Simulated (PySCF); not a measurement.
C3H6 (cyclic), optimised at HF/6-31G*:

```xyz
9

C      0.8380    -0.1559     0.0455
C     -0.2998     0.7943    -0.1660
C     -0.5728    -0.6562     0.0865
H      1.3824    -0.0972     0.9716
H      1.4446    -0.4178    -0.8035
H     -0.4640     1.1761    -1.1583
H     -0.5262     1.4967     0.6168
H     -0.9840    -0.9364     1.0403
H     -0.9219    -1.2570    -0.7349
```

Energies from PySCF (xtb for GFN2), thermal terms from the rigid-rotor harmonic-oscillator model, ideal gas at 1 bar. 6-31G* has spherical d functions here. All species are closed-shell singlets. B3LYP is the form with VWN-RPA correlation.

List the harmonic frequencies (cm⁻¹, unscaled) at this level and at the other levels, each on its own geometry.


- HF/6-31G*: 806, 806, 924, 961, 961, 1192, 1192, 1224, 1268, 1304, 1331, 1331, 1617, 1617, 1681, 3304, 3304, 3318, 3378, 3378, 3401
- B3LYP/6-31G*: 743, 743, 867, 895, 895, 1070, 1070, 1093, 1163, 1226, 1226, 1228, 1500, 1500, 1548, 3145, 3145, 3153, 3218, 3218, 3238
- GFN2-xTB: 770, 770, 851, 979, 979, 1075, 1078, 1078, 1118, 1167, 1167, 1303, 1445, 1445, 1503, 3090, 3091, 3091, 3091, 3091, 3118
- PBE/def2-SVP: 707, 707, 826, 888, 888, 1010, 1010, 1031, 1100, 1152, 1152, 1203, 1390, 1390, 1454, 3060, 3060, 3067, 3147, 3147, 3162
- PBE0/def2-TZVP: 741, 741, 858, 914, 914, 1054, 1054, 1088, 1154, 1210, 1210, 1237, 1466, 1466, 1520, 3151, 3151, 3158, 3228, 3228, 3250
